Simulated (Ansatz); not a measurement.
The inner images of a band of CH₂O₃ (6 atoms, charge 0, multiplicity 1) are given out of order.

Method: Ansatz, RKS LDA/def2-SVP.

Initial state:

```xyz
6
Properties=species:S:1:pos:R:3
O -0.646 -0.871 0.740
C -0.045 -0.080 0.052
O 1.255 -0.126 -0.217
O -0.581 0.975 -0.554
H 1.591 -0.917 0.253
H -1.532 0.955 -0.320
```

Final state:

```xyz
6
Properties=species:S:1:pos:R:3
O -0.543 -1.159 0.915
C -0.250 -0.236 0.208
O 0.990 0.019 -0.256
O -1.105 0.680 -0.229
H 1.567 -0.689 0.101
H -0.616 1.322 -0.786
```

Put them in order from the first end to the last, with their energies above the first end.
A.
```xyz
6
Properties=species:S:1:pos:R:3
O -0.543 -1.163 0.876
C -0.237 -0.259 0.149
O 1.019 -0.003 -0.262
O -1.110 0.605 -0.360
H 1.578 -0.676 0.186
H -0.665 1.431 -0.635
```
B.
```xyz
6
Properties=species:S:1:pos:R:3
O -0.618 -1.056 0.714
C -0.129 -0.215 0.005
O 1.181 -0.066 -0.198
O -0.784 0.691 -0.737
H 1.620 -0.763 0.335
H -1.227 1.344 -0.166
```
C.
```xyz
6
Properties=species:S:1:pos:R:3
O -0.579 -1.157 0.740
C -0.186 -0.260 0.044
O 1.108 -0.013 -0.198
O -0.991 0.572 -0.630
H 1.602 -0.695 0.309
H -0.912 1.490 -0.312
```
D.
```xyz
6
Properties=species:S:1:pos:R:3
O -0.645 -0.925 0.723
C -0.070 -0.132 0.016
O 1.239 -0.123 -0.223
O -0.619 0.884 -0.647
H 1.613 -0.856 0.308
H -1.475 1.087 -0.224
```
E.
```xyz
6
Properties=species:S:1:pos:R:3
O -0.633 -0.986 0.723
C -0.099 -0.178 0.005
O 1.212 -0.099 -0.212
O -0.690 0.782 -0.715
H 1.620 -0.808 0.326
H -1.368 1.225 -0.173
```
F.
```xyz
6
Properties=species:S:1:pos:R:3
O -0.557 -1.164 0.811
C -0.214 -0.266 0.092
O 1.063 -0.009 -0.233
O -1.071 0.563 -0.505
H 1.591 -0.680 0.255
H -0.770 1.491 -0.467
```
G.
```xyz
6
Properties=species:S:1:pos:R:3
O -0.603 -1.135 0.685
C -0.157 -0.245 0.010
O 1.148 -0.024 -0.173
O -0.886 0.623 -0.711
H 1.612 -0.718 0.344
H -1.071 1.434 -0.201
```

D (+0.07 eV), E (+0.25 eV), B (+0.42 eV), G (+0.49 eV), C (+0.43 eV), F (+0.29 eV), A (+0.15 eV).

Run time: 52 s on 1 thread of Arm Neoverse V1, with other jobs on the host, peak memory 0.22 GiB.
